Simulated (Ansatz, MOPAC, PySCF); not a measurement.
Barrier height from CHN (SMILES C#N) to the transition structure CHN, without zero-point energy, on the benchmark's geometries as Psi4's copy of the set gives them.
Transition structure (charge 0, multiplicity 1):
```tsv
atom	x (Å)	y (Å)	z (Å)
C	0.0803	0.6203	0.0000
N	0.0803	-0.5681	0.0000
H	-1.0441	0.2551	0.0000
```

Open shells are unrestricted; no spin–orbit coupling.

Correlated levels freeze the cores. The state that PM3 reach isn't checked.

Codes used: Ansatz (Gaussian orbitals); MOPAC for PM3 (differences of heats of formation); PySCF for the dispersion terms. 

**Question.** What barrier height does B2PLYP/def2-TZVPPD give?

**Answer.** 48.6 kcal/mol

**Question.** What barrier height does BLYP-D4/def2-TZVPPD give?

**Answer.** 46.8 kcal/mol

**Question.** Predict the barrier height from PM3.

**Answer.** 75.1 kcal/mol

Ansatz is a first-principles code.
